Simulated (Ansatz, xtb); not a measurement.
# CH4BLi: which of two structures lies lower

Structure a is a singlet given by its coordinates and structure b is `[Li][BH]C`, a singlet. Both are isolated molecules in the gas phase, relaxed with PBE0-D4/def2-TZVP.

a (Å):

```xyz
7

C     0.4570   -0.4268   -0.6804
B    -0.3700   -0.1327    0.4793
Li    1.1535    1.1972    0.1850
H     0.0328    0.6098    1.3908
H    -1.4934   -0.5139    0.6251
H     1.5331   -0.2386   -0.8433
H     0.0926   -1.0506   -1.4889
```

Close contacts (Å): C1–B2 1.45, C1–Li3 1.97, B2–Li3 2.04, C1–H6 1.10, C1–H7 1.08, B2–H4 1.24, B2–H5 1.20, Li3–H4 1.75, Li3–H6 1.81.

b (Å):

```yaml
atoms:
  - { symbol: C, position_ang: [0.6087, 0.4795, 0.2808] }
  - { symbol: B, position_ang: [-0.1445, -0.6726, -0.4744] }
  - { symbol: Li, position_ang: [-1.7203, -2.0301, 0.2607] }
  - { symbol: H, position_ang: [0.1893, -0.7216, -1.6441] }
  - { symbol: H, position_ang: [0.5468, 0.4967, 1.3706] }
  - { symbol: H, position_ang: [0.0778, 1.3818, -0.0779] }
  - { symbol: H, position_ang: [1.6517, 0.6259, -0.0270] }
```

Problem. Which of the two would you expect CCSD(T)/def2-TZVPP electronic energies to favour?

Solution. Structure a; the calculation gives E(b) − E(a) = +1.667 eV.

The same difference at several levels:

```
             level           geometry  E(b) − E(a) (eV)  departure from the last row (eV)  job, with rough time for the two
 PBE0-D4/def2-TZVP  PBE0-D4/def2-TZVP              +1.647                            −0.020             optimisation, 2.5 min
     HF/def2-TZVPP  PBE0-D4/def2-TZVP              +1.380                            −0.287           part of the CCSD(T) run
    MP2/def2-TZVPP  PBE0-D4/def2-TZVP              +1.773                            +0.107           part of the CCSD(T) run
CCSD(T)/def2-TZVPP  PBE0-D4/def2-TZVP              +1.667                                                  single point, 69 s
```

None of the levels shown reverses the order. The largest departure from CCSD(T)/def2-TZVPP is that of HF/def2-TZVPP, 0.287 eV. Levels run at GFN2-xTB geometries aren't shown.

With harmonic frequencies from PBE0-D4/def2-TZVP (ideal gas, rigid rotor, one conformer each, 298.15 K, 1 atm): on the last row, ΔE + ΔZPE = +1.657, ΔH = +1.673, ΔG = +1.631 eV.

The correlated steps freeze 2 core orbitals; the last core shell of Li is correlated, in a basis made for valence electrons. Programs: Ansatz 0.2.0; the last row on 2 threads of Intel(R) Xeon(R) Processor @ 2.50GHz (Skylake/Cascade Lake) on a shared host.
